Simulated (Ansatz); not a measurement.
# BHO₂: ionisation energy by level of theory

The task here is to estimate one member of a computed series from the others.

The runs use Ansatz 0.2.0, Gaussian basis; unrestricted cation, the program's frozen cores in correlated methods.

The runs, in order: UKS PBE-D4/def2-TZVPP; UKS r2SCAN-D4/def2-TZVPP; UKS PBE0-D4/def2-TZVPP; UKS B3LYP-D4/def2-TZVPP; UKS wB97X-V/def2-TZVPP; UKS wB97M-V/def2-TZVPP; UKS B2PLYP/def2-TZVPP; UHF-CCSD(T)/def2-TZVPP; UHF-CCSD(T)/def2-QZVPP; extrapolation to the limit; then −ε(HOMO) from the neutral's earlier runs with LDA (SPW92), PBE-D4, revPBE-D4, BLYP-D4, r2SCAN-D4, B97M-V, PBE0-D4, B3LYP-D4, r2SCANh-D4, r2SCAN0-D4, HSE06-D4, BHLYP-D4, CAM-B3LYP-D4, LC-ωPBE, ωB97X-V, ωB97M-V.

### Structure used throughout

The geometry comes from an earlier relaxation with PBE0-D4 in a triple-zeta def2 set; it is a stationary point.

SMILES `O=BO`, 4 atoms, charge 0, spin multiplicity 1.

Atoms are counted from 1 here; the program's logs count them from 0.

Bond lengths: O1–B2 1.210 Å, B2–O3 1.322 Å, O3–H4 0.960 Å. Angles: O1–B2–O3 177.5°, B2–O3–H4 117.0°.

The first run:

Contents of in.yaml:

```yaml
crystal:
  periodic: [false, false, false]
  atoms:
    - {symbol: O, position_ang: [-1.555103, 0.523537, 0.428537]}
    - {symbol: B, position_ang: [-0.423913, 0.132023, 0.248564]}
    - {symbol: O, position_ang: [0.816729, -0.302029, 0.108558]}
    - {symbol: H, position_ang: [1.162287, -0.353531, -0.785659]}
basis:
  gaussian: {orbitals: def2-TZVPP}
total_charge: 1
magnetization: {spin_polarized: true, initial_magnetization: 1}
hamiltonian: {xc: pbe, dispersion: d4}
```

The run is started by

```
$ ansatz run in.yaml --threads 2 --pin off --events-out ev --progress --plain --max-ram 32768MiB --backend cpu
```

Steps of the session up to this table: Cation, UKS PBE-D4/def2-TZVPP; Cation, UKS r2SCAN-D4/def2-TZVPP; Cation, UKS PBE0-D4/def2-TZVPP; Cation, UKS B3LYP-D4/def2-TZVPP; Cation, UKS wB97X-V/def2-TZVPP; Cation, UKS wB97M-V/def2-TZVPP; Cation, UKS B2PLYP (frozen core)/def2-TZVPP; Cation, UHF-CCSD(T)/def2-TZVPP; Cation, UHF-CCSD(T)/def2-QZVPP.

One of the session's tables, all rows but one given; the rest of the session is left out.

Orbital estimates, from the neutral's runs:

```
  functional  −ε(HOMO) (eV)
 LDA (SPW92)           8.00
      PBE-D4           7.77
   revPBE-D4           7.69
     BLYP-D4           7.67
   r2SCAN-D4           8.10
      B97M-V           8.10
     PBE0-D4           9.39
    B3LYP-D4              ?
  r2SCANh-D4           8.71
  r2SCAN0-D4           9.62
    HSE06-D4           8.98
    BHLYP-D4          10.92
CAM-B3LYP-D4          10.89
     LC-ωPBE          12.29
     ωB97X-V          11.88
     ωB97M-V          11.81
```

Q: Estimate the row for B3LYP-D4 from the others.

Worked estimate for «−ε(HOMO) (eV)». Against the share of exact exchange, BLYP-D4 (0, 7.67), BHLYP-D4 (0.5, 10.92) give a slope of 6.50 per unit share; at 0.2 the line stands at 8.97.

The run gave: −ε(HOMO) (eV): 9.12. In «−ε(HOMO) (eV)» the line misses by -0.15.

To keep in mind: The cation may have settled in a state other than its lowest; no search over hole states beyond the program's own was made.
